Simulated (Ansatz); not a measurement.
Relaxation of AlH5N (7 atoms, charge 0, multiplicity 2), to a largest force component of 0.03 eV/Å in at most 50 steps.

Computed with UKS B3LYP/def2-SVP (Ansatz).

```xyz
7
Properties=species:S:1:pos:R:3:forces:R:3
Al -0.039 0.027 -0.064 0.04 -0.06 -0.28
H -0.138 0.162 1.497 -0.06 0.08 0.19
H 1.380 -0.022 -0.772 -0.01 0.01 0.01
H -1.367 -0.061 -0.931 0.00 0.00 0.00
N 0.413 -0.282 3.646 0.02 -0.01 0.05
H -0.581 -0.574 3.716 0.04 0.07 0.01
H 0.332 0.749 3.728 -0.04 -0.08 0.01
```

Q: Where does it end, and by what steps?

A: The run converged. After 21 steps the energy has fallen by 1.608 eV; H2 moved furthest, 1.35 Å. Joined: Al1–N5 (3.75 → 1.89 Å).

```
step  energy less start (eV)  largest force component (eV/Å)  accepted
   0                  0.0000                           0.277       yes
   1                 -0.0140                           0.047       yes
   2                 -0.0259                           0.043       yes
   3                 -0.0063                           0.935        no
   4                 -0.0313                           0.149       yes
   5                 -0.0293                           0.532        no
   6                 -0.0369                           0.211       yes
   7                 -0.0432                           0.173       yes
   8                 -0.0539                           0.106       yes
   9                 -0.0726                           0.203       yes
  10                 -0.1092                           0.558       yes
  11                 -0.1926                           0.726       yes
  12                 -0.3796                           0.912       yes
  13                 -0.6904                           0.898       yes
  14                 -1.0977                           0.731       yes
  15                 -1.4396                           2.048       yes
  16                 -1.5603                           0.454       yes
  17                 -1.4828                           0.754        no
  18                 -1.6039                           0.155       yes
  19                 -1.6054                           0.107       yes
  20                 -1.6080                           0.036       yes
  21                 -1.6085                           0.006       yes
```

```xyz
7
Properties=species:S:1:pos:R:3
Al 0.022 -0.024 0.676
H -0.546 1.444 1.353
H 1.461 0.162 0.029
H -1.160 -0.830 -0.015
N 0.109 -0.329 2.539
H -0.721 -0.509 3.109
H 0.834 0.085 3.130
```

Run time: 40 s on 1 thread of Arm Neoverse V2, on a shared host, peak memory 0.12 GiB.
